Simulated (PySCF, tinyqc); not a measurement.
Inside a calculation. Method: CID on RHF in the sto-6g basis, frozen core, for HF, spin multiplicity 1. The lowest restricted solution is unstable here: a spin-polarised one lies 0.0313 hartree lower (PySCF). Computed by tinyqc, a small Python program that keeps every step (integrals from PySCF). Settings: charge = 0, multiplicity = 1, basis = sto-6g, method = RHF, frozen orbitals = 1, energy threshold = 1e-10, iteration cap = 52, orthogonalisation = symmetric, start = Wolfsberg-Helmholz matrix, DIIS depth = 6, ci = CID. Command: `OMP_NUM_THREADS=1 python tinyqc.py 21206 21207 out.jsonl` (the two numbers bound the seeds that draw the settings). One thread of a shared host (Intel(R) Xeon(R) Processor @ 2.60GHz), about 0.2 s of CPU time with the checks. The early iterations of the SCF are left out here.

## One-electron integrals

Geometry (angstrom):
```
atom,x,y,z
F,0.000000,0.000000,0.000000
H,0.000000,0.000000,1.401000
```

Basis sto-6g: exponents (1/bohr^2) and contraction coefficients of normalised primitives:
```
element,l (shell),exponent,coefficient
F,s (1),1728.626574,0.009164
F,s (1),316.941790,0.049361
F,s (1),88.668891,0.168538
F,s (1),30.460157,0.370563
F,s (1),11.828570,0.416492
F,s (1),4.871659,0.130334
F,s (2),67.032281,-0.013253
F,s (2),13.267438,-0.046992
F,s (2),4.123510,-0.033785
F,s (2),1.586463,0.250242
F,s (2),0.689002,0.595117
F,s (2),0.315820,0.240706
F,p (3),67.032281,0.003760
F,p (3),13.267438,0.037679
F,p (3),4.123510,0.173897
F,p (3),1.586463,0.418036
F,p (3),0.689002,0.425860
F,p (3),0.315820,0.101708
H,s (1),35.523221,0.009164
H,s (1),6.513144,0.049361
H,s (1),1.822143,0.168538
H,s (1),0.625955,0.370563
H,s (1),0.243077,0.416492
H,s (1),0.100112,0.130334
```

Overlap, kinetic and nuclear-attraction integrals over the contracted functions; the nuclear repulsion is the sum of Za Zb / Rab.

nuclear repulsion = 3.39942534 hartree

overlap S:
```
,1F 1s,1F 2s,1F 2px,1F 2py,1F 2pz,2H 1s
1F 1s,1.000000,0.232479,0.000000,0.000000,0.000000,0.016501
1F 2s,0.232479,1.000000,0.000000,0.000000,0.000000,0.200796
1F 2px,0.000000,0.000000,1.000000,0.000000,0.000000,0.000000
1F 2py,0.000000,0.000000,0.000000,1.000000,0.000000,0.000000
1F 2pz,0.000000,0.000000,0.000000,0.000000,1.000000,0.180450
2H 1s,0.016501,0.200796,0.000000,0.000000,0.180450,1.000000
```

kinetic energy T (hartree):
```
,1F 1s,1F 2s,1F 2px,1F 2py,1F 2pz,2H 1s
1F 1s,37.397730,-1.143349,0.000000,0.000000,0.000000,-0.004829
1F 2s,-1.143349,1.082297,0.000000,0.000000,0.000000,-0.005994
1F 2px,0.000000,0.000000,3.251325,0.000000,0.000000,0.000000
1F 2py,0.000000,0.000000,0.000000,3.251325,0.000000,0.000000
1F 2pz,0.000000,0.000000,0.000000,0.000000,3.251325,0.038718
2H 1s,-0.004829,-0.005994,0.000000,0.000000,0.038718,0.768522
```

nuclear attraction V (hartree):
```
,1F 1s,1F 2s,1F 2px,1F 2py,1F 2pz,2H 1s
1F 1s,-78.200166,-7.953521,0.000000,0.000000,-0.006823,-0.644877
1F 2s,-7.953521,-11.853066,0.000000,0.000000,-0.080609,-1.622259
1F 2px,0.000000,0.000000,-11.840213,0.000000,0.000000,0.000000
1F 2py,0.000000,0.000000,0.000000,-11.840213,0.000000,0.000000
1F 2pz,-0.006823,-0.080609,0.000000,0.000000,-11.877248,-1.246934
2H 1s,-0.644877,-1.622259,0.000000,0.000000,-1.246934,-4.618479
```

core Hamiltonian H = T + V (hartree):
```
,1F 1s,1F 2s,1F 2px,1F 2py,1F 2pz,2H 1s
1F 1s,-40.802436,-9.096870,0.000000,0.000000,-0.006823,-0.649706
1F 2s,-9.096870,-10.770769,0.000000,0.000000,-0.080609,-1.628253
1F 2px,0.000000,0.000000,-8.588887,0.000000,0.000000,0.000000
1F 2py,0.000000,0.000000,0.000000,-8.588887,0.000000,0.000000
1F 2pz,-0.006823,-0.080609,0.000000,0.000000,-8.625923,-1.208216
2H 1s,-0.649706,-1.628253,0.000000,0.000000,-1.208216,-3.849957
```

## Two-electron integrals

Functions are numbered as in S; the eight-fold symmetry (ij|kl) = (ji|kl) = (kl|ij) leaves the list below.

Two-electron integrals (ij|kl) in chemists' order, unique and non-zero (hartree):
```
i,j,k,l,(ij|kl)
1,1,1,1,5.406240
2,1,1,1,0.768129
2,1,2,1,0.138909
2,2,1,1,1.266271
2,2,2,1,0.283987
2,2,2,2,0.926367
3,1,3,1,0.029452
3,2,3,1,0.044681
3,2,3,2,0.204753
3,3,1,1,1.266273
3,3,2,1,0.283987
3,3,2,2,0.926366
3,3,3,3,0.998085
4,1,4,1,0.029452
4,2,4,1,0.044681
4,2,4,2,0.204753
4,3,4,3,0.053789
4,4,1,1,1.266273
4,4,2,1,0.283987
4,4,2,2,0.926366
4,4,3,3,0.890506
4,4,4,4,0.998085
5,1,5,1,0.029452
5,2,5,1,0.044681
5,2,5,2,0.204753
5,3,5,3,0.053789
5,4,5,4,0.053789
5,5,1,1,1.266273
5,5,2,1,0.283987
5,5,2,2,0.926366
5,5,3,3,0.890506
5,5,4,4,0.890506
5,5,5,5,0.998085
6,1,1,1,0.057891
6,1,2,1,0.010048
6,1,2,2,0.020134
6,1,3,3,0.020102
6,1,4,4,0.020102
6,1,5,1,0.000436
6,1,5,2,0.000859
6,1,5,5,0.020199
6,1,6,1,0.000739
6,2,1,1,0.166209
6,2,2,1,0.037930
6,2,2,2,0.140543
6,2,3,3,0.138518
6,2,4,4,0.138518
6,2,5,1,0.002754
6,2,5,2,0.021834
6,2,5,5,0.144593
6,2,6,1,0.002751
6,2,6,2,0.028052
6,3,3,1,0.003944
6,3,3,2,0.023475
6,3,5,3,0.004443
6,3,6,3,0.003842
6,4,4,1,0.003944
6,4,4,2,0.023475
6,4,5,4,0.004443
6,4,6,4,0.003842
6,5,1,1,0.122541
6,5,2,1,0.028326
6,5,2,2,0.112038
6,5,3,3,0.107624
6,5,4,4,0.107624
6,5,5,1,0.005642
6,5,5,2,0.039097
6,5,5,5,0.120867
6,5,6,1,0.002130
6,5,6,2,0.027431
6,5,6,5,0.030318
6,6,1,1,0.375362
6,6,2,1,0.087210
6,6,2,2,0.372176
6,6,3,3,0.362295
6,6,4,4,0.362295
6,6,5,1,0.006511
6,6,5,2,0.073921
6,6,5,5,0.391936
6,6,6,1,0.006341
6,6,6,2,0.103661
6,6,6,5,0.116889
6,6,6,6,0.774999
```

## Orthogonalisation

S = U s U^T; symmetric (Loewdin) form X = U s^(-1/2) U^T, so that X^T S X = 1.

eigenvalues of S: 0.674675  0.865794  1.000000  1.000000  1.118033  1.341498

X:
```
,1F 1s,1F 2s,1F 2px,1F 2py,1F 2pz,2H 1s
1F 1s,1.021358,-0.122278,0.000000,0.000000,-0.001691,0.010313
1F 2s,-0.122278,1.037894,0.000000,0.000000,0.014721,-0.107478
1F 2px,0.000000,0.000000,1.000000,0.000000,0.000000,0.000000
1F 2py,0.000000,0.000000,0.000000,1.000000,0.000000,0.000000
1F 2pz,-0.001691,0.014721,0.000000,0.000000,1.012909,-0.094630
2H 1s,0.010313,-0.107478,0.000000,0.000000,-0.094630,1.029135
```

## Iteration 6 (converged): orbitals

converged F (hartree):
```
,1F 1s,1F 2s,1F 2px,1F 2py,1F 2pz,2H 1s
1F 1s,-26.266155,-6.372575,0.000000,0.000000,-0.011530,-0.458099
1F 2s,-6.372575,-2.883026,0.000000,0.000000,-0.009433,-0.473607
1F 2px,0.000000,0.000000,-0.473412,0.000000,0.000000,0.000000
1F 2py,0.000000,0.000000,0.000000,-0.473412,0.000000,0.000000
1F 2pz,-0.011530,-0.009433,0.000000,0.000000,-0.191748,-0.363978
2H 1s,-0.458099,-0.473607,0.000000,0.000000,-0.363978,-0.221183
```

Diagonalise F' = X^T F X, C = X C', fill 5 alpha and 5 beta electrons from the bottom; D = 2 C_occ C_occ^T. Each column has its largest component positive (the first on a tie).

F' = X^T F X (hartree):
```
,1,2,3,4,5,6
1,-25.859931,-3.164789,0.000000,0.000000,-0.021920,-0.028800
2,-3.164789,-1.788956,0.000000,0.000000,0.041588,-0.234101
3,0.000000,0.000000,-0.473412,0.000000,0.000000,0.000000
4,0.000000,0.000000,0.000000,-0.473412,0.000000,0.000000
5,-0.021920,0.041588,0.000000,0.000000,-0.128387,-0.349694
6,-0.028800,-0.234101,0.000000,0.000000,-0.349694,-0.092175
```

orbital energies (hartree): MO1 -26.269217, MO2 -1.419358, MO3 -0.473412, MO4 -0.473412, MO5 -0.444487, MO6 0.263613

coefficients C:
```
,MO1,MO2,MO3,MO4,MO5,MO6
1F 1s,0.997265,-0.247048,0.000000,0.000000,0.035175,0.037758
1F 2s,0.011591,1.010748,0.000000,0.000000,-0.190645,-0.214132
1F 2px,0.000000,0.000000,-0.060328,0.998179,0.000000,0.000000
1F 2py,0.000000,0.000000,0.998179,0.060328,0.000000,0.000000
1F 2pz,0.000664,0.011643,0.000000,0.000000,0.689356,-0.748205
2H 1s,-0.001305,0.070525,0.000000,0.000000,0.618883,0.831710
```

D after iteration 6:
```
,1F 1s,1F 2s,1F 2px,1F 2py,1F 2pz,2H 1s
1F 1s,2.113616,-0.489698,0.000000,0.000000,0.044068,0.006090
1F 2s,-0.489698,2.116182,0.000000,0.000000,-0.239294,-0.093438
1F 2px,0.000000,0.000000,2.000000,0.000000,0.000000,0.000000
1F 2py,0.000000,0.000000,0.000000,2.000000,0.000000,0.000000
1F 2pz,0.044068,-0.239294,0.000000,0.000000,0.950697,0.854902
2H 1s,0.006090,-0.093438,0.000000,0.000000,0.854902,0.775983
```

Within a degenerate level the vectors are fixed only up to a rotation; this is one choice.

## Convergence

Stop when the energy changes by less than 1e-10 hartree and every element of the error matrix X^T (F D S - S D F) X is below 3e-06.

Course of the cycle:
```
iteration,E (hartree),change,largest element of the error matrix
1,-99.01347362,-,4.12e-01
2,-99.37457964,-3.61e-01,9.52e-02
3,-99.38004360,-5.46e-03,7.55e-03
4,-99.38010801,-6.44e-05,1.08e-03
5,-99.38010893,-9.18e-07,9.02e-06
6,-99.38010893,-5.51e-11,1.48e-07
```

PySCF RHF in the same basis = -99.38010893 hartree

Converged in 6 iterations.

## Integrals over molecular orbitals

(pq|rs) = sum C_ip C_jq C_kr C_ls (ij|kl), one index at a time.

one-electron integrals over orbitals h = C^T H C (hartree):
```
,1,2,3,4,5,6
1,-40.789615,0.737955,0.000000,0.000000,-0.100306,-0.113622
2,0.737955,-9.184442,0.000000,0.000000,0.419708,0.632196
3,0.000000,0.000000,-8.588887,0.000000,0.000000,0.000000
4,0.000000,0.000000,0.000000,-8.588887,0.000000,0.000000
5,-0.100306,0.419708,0.000000,0.000000,-6.547817,2.414410
6,-0.113622,0.632196,0.000000,0.000000,2.414410,-5.879552
```

Two-electron integrals over orbitals (pq|rs), unique and non-zero (hartree); the lowest 1 orbital is frozen and left out:
```
p,q,r,s,(pq|rs)
2,2,2,2,0.885188
3,2,3,2,0.191904
3,3,2,2,0.902992
3,3,3,3,0.998085
4,2,4,2,0.191904
4,3,4,3,0.053789
4,4,2,2,0.902992
4,4,3,3,0.890506
4,4,4,4,0.998085
5,2,2,2,-0.044312
5,2,3,3,-0.055307
5,2,4,4,-0.055307
5,2,5,2,0.124477
5,3,3,2,-0.021395
5,3,5,3,0.032335
5,4,4,2,-0.021395
5,4,5,4,0.032335
5,5,2,2,0.668231
5,5,3,3,0.653391
5,5,4,4,0.653391
5,5,5,2,-0.007434
5,5,5,5,0.647857
6,2,2,2,-0.067350
6,2,3,3,-0.067314
6,2,4,4,-0.067314
6,2,5,2,-0.085027
6,2,5,5,-0.020280
6,2,6,2,0.090612
6,3,3,2,-0.022376
6,3,5,3,-0.024162
6,3,6,3,0.027833
6,4,4,2,-0.022376
6,4,5,4,-0.024162
6,4,6,4,0.027833
6,5,2,2,-0.263405
6,5,3,3,-0.264897
6,5,4,4,-0.264897
6,5,5,2,0.067294
6,5,5,5,-0.086870
6,5,6,2,0.027691
6,5,6,5,0.252077
6,6,2,2,0.620826
6,6,3,3,0.606795
6,6,4,4,0.606795
6,6,5,2,0.036921
6,6,5,5,0.632004
6,6,6,2,-0.046168
6,6,6,5,-0.027412
6,6,6,6,0.653872
```

## CID: determinants and Hamiltonian

one-electron integrals dressed by the frozen orbital, h + 2 (pq|11) - (p1|1q) (hartree):
```
,2,3,4,5,6
2,-6.744692,0.000000,0.000000,0.230185,0.399707
3,0.000000,-6.087247,0.000000,0.000000,0.000000
4,0.000000,0.000000,-6.087247,0.000000,0.000000
5,0.230185,0.000000,0.000000,-4.853223,1.539919
6,0.399707,0.000000,0.000000,1.539919,-4.270873
```

energy of the frozen orbital, 2 h_11 + (11|11) = -76.19645740 hartree

Hartree-Fock energy = -99.38010893 hartree

Slater-Condon rules over spin orbitals, with the nuclear repulsion and the energy of the frozen orbital added and E(HF) subtracted on the diagonal. Only determinants linked to the reference directly or through others are kept (one block of an abelian symmetry group), so some states are absent.

Occupation strings over the orbitals (2 doubly, a alpha, b beta, 0 empty; spin orbitals ordered 1a 1b 2a 2b ...): 222220 222202 2a22b2 222022 220222 2b22a2 202222

H - E(HF) between determinants (hartree):
```
,222220,222202,2a22b2,222022,220222,2b22a2,202222
222220,0.000000,0.252077,-0.027691,0.027833,0.027833,0.027691,0.090612
222202,0.252077,0.694069,0.053585,0.032335,0.032335,-0.053585,0.124477
2a22b2,-0.027691,0.053585,1.550204,0.021395,0.021395,-0.124477,0.090463
222022,0.027833,0.032335,0.021395,0.754491,0.053789,-0.021395,0.191904
220222,0.027833,0.032335,0.021395,0.053789,0.754491,-0.021395,0.191904
2b22a2,0.027691,-0.053585,-0.124477,-0.021395,-0.021395,1.550204,-0.090463
202222,0.090612,0.124477,0.090463,0.191904,0.191904,-0.090463,2.602922
```

## CID: roots

Diagonalise (each vector has its largest component positive (the first on a tie)); all determinants have Ms = 0, so triplets appear too. The lowest singlet root is the correlation energy.

lowest roots of this matrix, relative to E(HF) (hartree): -0.085439  0.700702  0.731964  0.796690  1.425727  1.661707  2.675030

lowest vectors:
```
,root 1,root 2,root 3,root 4
222220,0.950644,0.000000,0.214872,0.219008
222202,-0.306848,0.000000,0.710026,0.627055
2a22b2,0.025575,0.000000,-0.016510,-0.040011
222022,-0.016021,0.707107,-0.473005,0.514861
220222,-0.016021,-0.707107,-0.473005,0.514861
2b22a2,-0.025575,0.000000,0.016510,0.040011
202222,-0.017268,0.000000,0.040984,-0.159596
```

<S^2> of these roots: 0.000000  0.000000  0.000000  0.000000  2.000000  0.000000  0.000000

weight of the ground state by excitation level 0, 1, 2, ...: 0.903725  0.000000  0.096275
